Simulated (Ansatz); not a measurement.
CHF$_{3}$S, SMILES `FC(F)(F)S`, relaxed with RKS PBE0-D4/def2-TZVP in Ansatz 0.2.0 from a PBE-D4/def2-SVP geometry. The force threshold is 0.005 eV/Å; the program also tests the step.

The species carries charge 0 and has multiplicity 1.

Start:

```xyz
6

F     1.688   -0.018    0.134
C     0.383   -0.160   -0.149
F     0.055   -1.460   -0.022
F     0.186    0.173   -1.439
S    -0.554    0.911    1.002
H    -1.757    0.553    0.474
```

Task: By how much does the energy fall, and how many steps does the optimiser take? (An estimate is asked.)

Result: The calculation gave: 0.03 eV, in 5 steps, 1 of them rejected.

Task: Which bonds change most? (Estimate.)

Result: Computed: C2–S5 from 1.830 to 1.805 Å; S5–H6 from 1.362 to 1.343 Å; C2–F3 from 1.347 to 1.333 Å; C2–F4 from 1.347 to 1.333 Å.

Task: Give the relaxed structure. (Estimate.)

Result: Computed: 
```xyz
6

F     1.670   -0.020    0.131
C     0.375   -0.155   -0.145
F     0.056   -1.444   -0.022
F     0.185    0.172   -1.423
S    -0.550    0.901    0.989
H    -1.736    0.546    0.470
```
